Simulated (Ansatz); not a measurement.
Steps of a relaxation of `C=NC1C=N1` with RKS PBE0-D4/def2-TZVP.

```sh
$ ansatz run in.yaml --threads 2 --pin off --events-out ev --progress --plain --max-ram 4352MiB
```

```yaml
crystal:
  periodic: [false, false, false]
  atoms:
    - {symbol: C, position_ang: [0.510494, 1.141765, -0.975170]}
    - {symbol: N, position_ang: [-0.408920, 1.040351, -0.092879]}
    - {symbol: C, position_ang: [-0.791723, -0.231175, 0.395944]}
    - {symbol: C, position_ang: [0.149109, -1.144194, 1.027548]}
    - {symbol: N, position_ang: [-0.129566, -1.550478, -0.138970]}
    - {symbol: H, position_ang: [1.043713, 0.266239, -1.416074]}
    - {symbol: H, position_ang: [0.794876, 2.148152, -1.339296]}
    - {symbol: H, position_ang: [-1.867881, -0.301755, 0.636219]}
    - {symbol: H, position_ang: [0.788398, -1.415305, 1.885679]}
basis:
  gaussian: {orbitals: def2-TZVP}
hamiltonian: {xc: pbe0, dispersion: d4}
relax: {f_tol: 0.005, max_steps: 150}
```

Positions (Å) and forces (eV/Å) along the path, 13 of 13 steps:

```xyz
9
step=1 energy=-6148.0996 eV
C     0.510    1.142   -0.975   -0.397   -0.155    0.353
N    -0.409    1.040   -0.093    0.816   -0.013   -0.743
C    -0.792   -0.231    0.396    0.029   -0.613    0.073
C     0.149   -1.144    1.028   -0.257   -0.221   -0.892
N    -0.130   -1.550   -0.139    0.066    0.884    1.347
H     1.044    0.266   -1.416   -0.338    0.486    0.297
H     0.795    2.148   -1.339   -0.212   -0.566    0.251
H    -1.868   -0.302    0.636    0.667    0.042   -0.167
H     0.788   -1.415    1.886   -0.374    0.155   -0.520
9
step=2 energy=-6148.1596 eV
C     0.503    1.131   -0.968    0.013   -0.012    0.043
N    -0.403    1.041   -0.091    0.143    0.004   -0.155
C    -0.785   -0.227    0.395    0.078   -0.426    0.002
C     0.149   -1.136    1.018   -0.087   -0.015   -0.225
N    -0.124   -1.530   -0.138   -0.069    0.405    0.398
H     1.030    0.260   -1.388   -0.112    0.138    0.065
H     0.785    2.122   -1.332   -0.051   -0.150    0.052
H    -1.848   -0.300    0.624    0.186    0.016   -0.041
H     0.781   -1.407    1.863   -0.101    0.040   -0.138
9
step=3 energy=-6148.1640 eV
C     0.512    1.129   -0.956   -0.153   -0.028   -0.194
N    -0.397    1.040   -0.088    0.047    0.053    0.107
C    -0.780   -0.230    0.394    0.055   -0.190   -0.095
C     0.148   -1.132    1.021    0.039    0.032    0.090
N    -0.115   -1.518   -0.135   -0.088    0.100   -0.038
H     1.005    0.260   -1.404    0.071   -0.005    0.071
H     0.783    2.114   -1.328    0.053    0.028    0.033
H    -1.838   -0.305    0.614   -0.038    0.021    0.008
H     0.771   -1.405    1.864    0.014   -0.011    0.020
9
step=4 energy=-6148.1648 eV
C     0.508    1.124   -0.954   -0.191    0.005   -0.094
N    -0.408    1.042   -0.089    0.129   -0.010    0.054
C    -0.787   -0.234    0.390    0.048   -0.035   -0.050
C     0.154   -1.123    1.018   -0.087    0.000   -0.036
N    -0.117   -1.510   -0.138   -0.017    0.040    0.015
H     0.996    0.251   -1.396    0.090   -0.033    0.052
H     0.803    2.106   -1.315    0.006    0.045    0.004
H    -1.846   -0.310    0.613   -0.006   -0.003    0.016
H     0.786   -1.392    1.855    0.028   -0.010    0.039
9
step=5 energy=-6148.1668 eV
C     0.499    1.125   -0.966    0.072   -0.040    0.079
N    -0.403    1.041   -0.090   -0.066    0.024   -0.003
C    -0.784   -0.232    0.393    0.049   -0.008   -0.052
C     0.150   -1.128    1.016    0.037    0.009    0.123
N    -0.124   -1.510   -0.139   -0.042   -0.018   -0.115
H     1.021    0.255   -1.376   -0.012   -0.013   -0.048
H     0.788    2.109   -1.327   -0.005    0.056   -0.044
H    -1.840   -0.305    0.620   -0.071    0.010    0.012
H     0.780   -1.402    1.852    0.038   -0.020    0.048
9
step=6 energy=-6148.1677 eV
C     0.503    1.127   -0.963    0.000   -0.018    0.000
N    -0.402    1.042   -0.089   -0.007    0.007   -0.002
C    -0.783   -0.233    0.392    0.030   -0.033   -0.022
C     0.150   -1.130    1.018   -0.003   -0.007    0.017
N    -0.122   -1.511   -0.138   -0.014    0.033    0.010
H     1.018    0.256   -1.383   -0.002    0.010   -0.003
H     0.787    2.111   -1.329   -0.001    0.005    0.001
H    -1.842   -0.304    0.618   -0.004    0.008    0.000
H     0.780   -1.405    1.857    0.002   -0.004    0.000
9
step=7 energy=-6148.1677 eV rejected
C     0.503    1.128   -0.965   -0.004   -0.037    0.001
N    -0.404    1.042   -0.092    0.009   -0.003    0.025
C    -0.782   -0.233    0.392    0.043   -0.017   -0.021
C     0.151   -1.131    1.020   -0.018    0.031    0.015
N    -0.122   -1.510   -0.138   -0.021    0.004   -0.012
H     1.022    0.258   -1.382   -0.002    0.008    0.002
H     0.784    2.112   -1.332   -0.005    0.016   -0.003
H    -1.840   -0.303    0.622   -0.015   -0.003   -0.008
H     0.777   -1.411    1.859    0.012    0.000    0.002
9
step=8 energy=-6148.1678 eV
C     0.503    1.127   -0.964   -0.005   -0.008   -0.006
N    -0.402    1.042   -0.090    0.002    0.005    0.007
C    -0.782   -0.233    0.392    0.012   -0.012   -0.012
C     0.150   -1.130    1.020   -0.006   -0.001    0.008
N    -0.122   -1.510   -0.138   -0.003    0.010    0.006
H     1.019    0.257   -1.384    0.002    0.002   -0.001
H     0.785    2.112   -1.330   -0.001    0.003    0.001
H    -1.841   -0.303    0.618   -0.003    0.002   -0.001
H     0.779   -1.407    1.858    0.002   -0.002   -0.002
9
step=9 energy=-6148.1679 eV
C     0.503    1.127   -0.964   -0.008    0.000   -0.001
N    -0.401    1.041   -0.089    0.007    0.003    0.003
C    -0.781   -0.234    0.392   -0.002    0.000   -0.006
C     0.150   -1.131    1.021   -0.001    0.002    0.005
N    -0.121   -1.510   -0.137    0.003   -0.002    0.001
H     1.018    0.258   -1.387    0.001   -0.001    0.000
H     0.784    2.113   -1.330    0.000   -0.001    0.001
H    -1.840   -0.303    0.617    0.000    0.001   -0.001
H     0.777   -1.409    1.860    0.000   -0.002   -0.003
9
step=10 energy=-6148.1679 eV
C     0.502    1.128   -0.965   -0.002    0.006   -0.002
N    -0.398    1.042   -0.086    0.000    0.008    0.002
C    -0.779   -0.234    0.392    0.006   -0.008    0.004
C     0.149   -1.132    1.023    0.002    0.005    0.001
N    -0.118   -1.509   -0.136   -0.002   -0.003    0.000
H     1.013    0.258   -1.391    0.005   -0.003   -0.007
H     0.784    2.114   -1.331    0.001   -0.004    0.003
H    -1.839   -0.302    0.614   -0.009   -0.003    0.000
H     0.774   -1.412    1.863   -0.002    0.000   -0.001
9
step=11 energy=-6148.1679 eV
C     0.501    1.128   -0.966   -0.003    0.003    0.007
N    -0.397    1.042   -0.085    0.007    0.000   -0.001
C    -0.779   -0.234    0.392   -0.003    0.000   -0.001
C     0.149   -1.132    1.025    0.002    0.003   -0.005
N    -0.116   -1.509   -0.135    0.001   -0.001    0.003
H     1.009    0.258   -1.396    0.002    0.000   -0.002
H     0.786    2.114   -1.329   -0.003   -0.004   -0.002
H    -1.839   -0.303    0.612    0.000    0.000    0.001
H     0.773   -1.412    1.866   -0.003    0.000   -0.001
9
step=12 energy=-6148.1679 eV rejected
C     0.502    1.129   -0.966   -0.010   -0.003   -0.007
N    -0.396    1.043   -0.084    0.001   -0.006    0.001
C    -0.778   -0.234    0.392   -0.001    0.004    0.001
C     0.149   -1.132    1.025    0.001    0.001    0.002
N    -0.116   -1.509   -0.135    0.001    0.000   -0.004
H     1.009    0.259   -1.397    0.002    0.002    0.004
H     0.784    2.115   -1.330    0.004    0.000    0.003
H    -1.839   -0.303    0.611    0.004    0.002    0.000
H     0.772   -1.413    1.866   -0.001    0.000    0.000
9
step=13 energy=-6148.1679 eV
C     0.501    1.128   -0.966    0.001    0.002    0.001
N    -0.396    1.042   -0.084    0.005    0.001   -0.004
C    -0.779   -0.234    0.392   -0.002   -0.002    0.002
C     0.149   -1.132    1.025    0.000    0.000   -0.001
N    -0.116   -1.509   -0.135    0.001    0.000    0.001
H     1.010    0.259   -1.396   -0.001    0.000    0.001
H     0.785    2.114   -1.329   -0.002   -0.001    0.001
H    -1.839   -0.303    0.612   -0.001   -0.001    0.001
H     0.773   -1.412    1.866   -0.001    0.000   -0.001
```

Run time 48 s (2 threads of an Arm Neoverse V1 on a shared host); peak host memory 0.37 GiB.
